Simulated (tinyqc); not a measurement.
The basis set: RHF and MP2 along a ladder of basis sets, for LiH, spin multiplicity 1. Computed by the program tinyqc with PySCF. 

Geometry (angstrom):
```
atom       x       y       z
Li    0.0000  0.0000  0.0000
H     0.0000  0.0000  1.4870
```

Same geometry throughout; the dipole is taken about the origin.

RHF and frozen-core MP2 in a ladder of bases:
```
basis    functions  E(RHF) (hartree)  E(MP2 corr) (hartree)  HOMO (eV)  LUMO (eV)  dipole (debye)
sto-3g           6          -7.86326               -0.01190     -8.016      2.152           4.835
3-21g           11          -7.92650               -0.01225     -8.289      0.149           5.669
6-31g           11          -7.97629               -0.01213     -8.341      0.318           5.714
6-31g**         19          -7.97840               -0.02050     -8.326      0.319           5.679
cc-pvdz         19          -7.98129               -0.02259     -8.337      0.096           5.725
cc-pvtz         44          -7.98461               -0.02740     -8.356      0.051           5.736
```

From cc-pVDZ to cc-pVTZ the RHF energy falls by 3.3 mhartree and the correlation energy by 4.8. If valence correlation converges as X^-3, (27 E(T) - 8 E(D))/19 gives -0.0294 hartree, a rough estimate from such small X that usually falls short; STO-3G holds about 40 % of it. Beyond STO-3G the LUMO moves by 0.3 eV and the HOMO by 0.1 eV.
